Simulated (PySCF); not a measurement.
**Worked example for ethanide: detachment energy to the radical**

Structure: `[CH2-]C` ([C2H5]-).

Energies: CAM-B3LYP-D3(BJ)/ma-def2-TZVP (PySCF, density fitting, integration grid level 2) on PBE0-D3(BJ)/ma-def2-SVP structures. Zero-point energies come from unscaled PBE0-D3(BJ)/ma-def2-SVP harmonic frequencies.

```jsonl
{"state": "parent", "structure": "parent", "E / Eh": "-79.123537"}
{"state": "radical", "structure": "parent", "E / Eh": "-79.120750"}
{"state": "radical", "structure": "radical", "E / Eh": "-79.136898"}
{"state": "parent", "structure": "radical", "E / Eh": "-79.116933"}
```

Zero-point energy of the radical less that of the parent: 0.044 eV. 1 Eh = 27.2114 eV.

Work out the vertical and adiabatic detachment energy.

Vertical: (-79.120750) − (-79.123537) = 0.002787 Eh = 0.08 eV. Adiabatic: -0.013361 Eh = -0.364 eV, and -0.32 eV with zero-point energy.

And the inner reorganisation energy of self-exchange?

The radical relaxes by 439.4 meV and the parent by 179.7 meV, so λ = 619 meV.

Caveats: the parent anion holds its electron weakly or not at all, so the values hang on the basis.
